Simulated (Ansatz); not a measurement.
Basis sets compared for BH2F. The state is a singlet with charge 0. Geometry PBE-D4/def2-TZVP. Ansatz on 4 threads of Arm Neoverse V1 on a shared host; times are rough, and most runs start from earlier orbitals.

```xyz
4

B    -0.042   -0.026   -0.019
H    -0.179   -1.176    0.310
H    -0.790    0.571   -0.749
F     1.011    0.631    0.458
```

Binding counts from free atoms (B doublet, H doublet, F doublet) in the same basis, without a counterpoise term.

```
              level  functions  energy (Eh)  HOMO (eV)  LUMO (eV)  binding per atom (eV)  wall time
    PBE-D4/def2-SVP         38    -125.6792      -7.63      -2.12                   3.81     0.15 s
   PBE-D4/def2-TZVP         74    -125.8323      -7.77      -2.27                   3.77     0.25 s
r2SCAN-D4/def2-TZVP         74    -125.9144      -8.13      -1.81                   3.74      0.6 s
   PBE0-D4/def2-SVP         38    -125.6891      -9.27      -1.05                   3.74     0.15 s
  PBE0-D4/def2-TZVP         74    -125.8411      -9.36      -1.21                   3.70     0.35 s
```

(1) Estimate the rows for PBE-D4/def2-TZVPD, r2SCAN-D4/def2-TZVPD, PBE0-D4/def2-TZVPD.

Answers

(1) 
```
               level  functions  energy (Eh)  HOMO (eV)  LUMO (eV)  binding per atom (eV)  wall time
   PBE-D4/def2-TZVPD         95    -125.8330      -7.80      -2.33                   3.76     0.35 s
r2SCAN-D4/def2-TZVPD         95    -125.9149      -8.15      -1.84                   3.74     0.75 s
  PBE0-D4/def2-TZVPD         95    -125.8416      -9.38      -1.27                   3.70      0.3 s
```
